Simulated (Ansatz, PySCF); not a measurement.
Reaction (SMILES): [OH] (HO) → [OH] (HO) as triplet, charge +1 + e-
Each molecule is optimised on its own at B3LYP-D3(BJ)/def2-TZVP (Ansatz, a first-principles code).

Wanted: adiabatic ionisation energy (0 K, with B3LYP-D3(BJ) harmonic zero-point energies from PySCF), in eV. Cores are frozen in the correlated levels unless marked. Open shells are spin-unrestricted. No spin-orbit coupling. Non-relativistic. CBS marks a two-point X^-3 extrapolation of the correlation energy; Hartree-Fock from the larger set (for Q and 5 zeta extrapolated as (X+1)exp(-9√X)).

Measured: 13.02 eV (CCCBDB table in ASE); it holds spin-orbit effects, which all levels lack. This is an older compilation, not checked against later work.

| level | program | adiabatic ionisation energy (eV) | error against measurement |
|---|---|---|---|
| BLYP/def2-TZVPD | Ansatz | 13.15 | 0.13 |
| BHLYP/def2-TZVPD | Ansatz | 12.84 | -0.18 |
| r2SCANh/def2-TZVPD | Ansatz | 12.95 | -0.07 |
| HSE06/def2-TZVPD | Ansatz | 12.96 | -0.06 |
| CAM-B3LYP-D4/def2-TZVPD | Ansatz + dftd4 | 13.19 | 0.17 |
| CCSD/STO-3G | Ansatz | 8.70 | -4.32 |
| CCSD/CBS(def2-TZVPPD,def2-QZVPPD) | Ansatz | 12.91 | -0.11 |
| CCSD(T)/def2-SVP | Ansatz | 12.30 | -0.72 |
| CCSD(T)/aug-cc-pVTZ | Ansatz | 12.86 | -0.16 |
| CCSD(T)/CBS(cc-pVQZ,cc-pV5Z) | Ansatz | 13.01 | -0.01 |
